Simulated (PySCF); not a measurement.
Question: What does the PBE0-D3(BJ)/def2-SVP structure of `C#CSCC` look like in three dimensions?

Answer: 
```xyz
11
C4H6S angstrom
C      2.6468    0.0716    0.4096
C      1.7024   -0.3808   -0.2095
S      0.4419   -1.0230   -1.1236
C     -0.9873   -0.6900   -0.0318
C     -1.2622    0.7812    0.1906
H      3.4841    0.4676    0.9533
H     -1.8191   -1.1871   -0.5556
H     -0.8224   -1.2284    0.9134
H     -1.4628    1.2960   -0.7604
H     -2.1367    0.9099    0.8479
H     -0.4016    1.2712    0.6701
```

Orientation and origin are arbitrary. Atoms count from 1 in this order. Of the pairs four or more bonds apart, C2···H11 is among the closest relative to their van der Waals radii: 2.82 Å, 97 % of the sum of Bondi's values. The C–C distances run from 1.216 Å (C1≡C2, drawn triple) to 1.513 Å (C4–C5, drawn single), a spread of 0.297 Å. The 2 C–S bonds span 1.684 Å (C2–S3, drawn single) to 1.829 Å (S3–C4, drawn single), a spread of 0.145 Å.

Bonds between heavy atoms (Å): C1≡C2 1.216, C2–S3 1.684, S3–C4 1.829, C4–C5 1.513.

Method: PBE0-D3(BJ)/def2-SVP geometry optimisation, gas phase (PySCF 2.14.0).

Point group: C1 (no symmetry element, even within 0.4 Å). No PBE0-D3(BJ)/def2-SVP frequencies stand behind this structure, so it isn't proved a minimum. One conformer, not necessarily the lowest (C2–S3–C4–C5 64°).

Time: 14 s wall. Hardware: one thread of an x86-64 server, no GPU, shared host. These figures are those of the optimisation.
